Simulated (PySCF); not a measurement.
Species: 3-butenal, C4H6O.
Numbering: `[CH2:1]=[CH:2][CH2:3][CH:4]=[O:5]` (hydrogens: H6, H7 on C1; H8 on C2; H9, H10 on C3; H11 on C4)

The calculation used EOM-IP-CCSD/aug-cc-pVDZ in PySCF, restricted Hartree–Fock reference, 5 core orbitals frozen, non-relativistic, gas phase, PBE0-D3(BJ)/def2-SVP geometry.

Hartree–Fock orbital energies give these Koopmans values (eV): HOMO 10.32, HOMO-1 11.79, HOMO-2 13.56, HOMO-3 14.60, HOMO-4 14.81, HOMO-5 16.81, HOMO-6 17.03, HOMO-7 17.51.

What vertical ionisation energies does EOM-IP-CCSD give?

```
leading hole (HF orbital)  Koopmans (eV)  EOM-IP-CCSD (eV)  change (eV)  one-hole share
                     HOMO          10.32              9.72        -0.60            0.95
                   HOMO-1          11.79             10.74        -1.05            0.96
                   HOMO-2          13.56             12.62        -0.94            0.95
                   HOMO-4          14.81             13.56        -1.25            0.95
                   HOMO-3          14.60             13.86        -0.74            0.94
                   HOMO-6          17.03             15.27        -1.76            0.94
                   HOMO-5          16.81             15.50        -1.31            0.94
                   HOMO-7          17.51             15.59        -1.92            0.94
```

Does the order of the lines follow the orbital energies?

No: the HOMO-4 hole (13.56 eV) falls below the HOMO-3 hole (13.86 eV); the HOMO-6 hole (15.27 eV) falls below the HOMO-5 hole (15.50 eV). The corrections run from -1.92 to -0.60 eV, with a mean of -1.20 eV over the 8 lines; no line lies above its Koopmans value. Koopmans values leave out both the relaxation of the orbitals and the change in correlation energy.

At what kinetic energies would He II light (40.81 eV) eject these electrons?

31.09 eV (HOMO), 30.07 eV (HOMO-1), 28.19 eV (HOMO-2), 27.25 eV (HOMO-4), 26.95 eV (HOMO-3), 25.54 eV (HOMO-6), 25.31 eV (HOMO-5), 25.22 eV (HOMO-7).

What total energy has the lowest final state, and which wavelength reaches it?

E(CCSD) + ionisation energy = -230.61565 + 0.35726 = -230.25839 Eh, at the geometry of the initial state. The threshold wavelength is 1239.84 eV nm/9.72 eV = 127.6 nm.

Lines less than 0.15 eV apart could change places at a higher level. One root was sought for each valence orbital with −ε under 21 eV, eight at most, so deeper holes and satellites are missing; no vibrational structure.

Hardware: one thread of an Arm Neoverse V2, on a shared host. Cost: 7.9 min of wall time.

Conformer computed: `[CH2:1]=[CH:2][CH2:3][CH:4]=[O:5]`: C1–C2–C3–C4 104°, C2–C3–C4–O5 121°.

One conformer stands for the species.
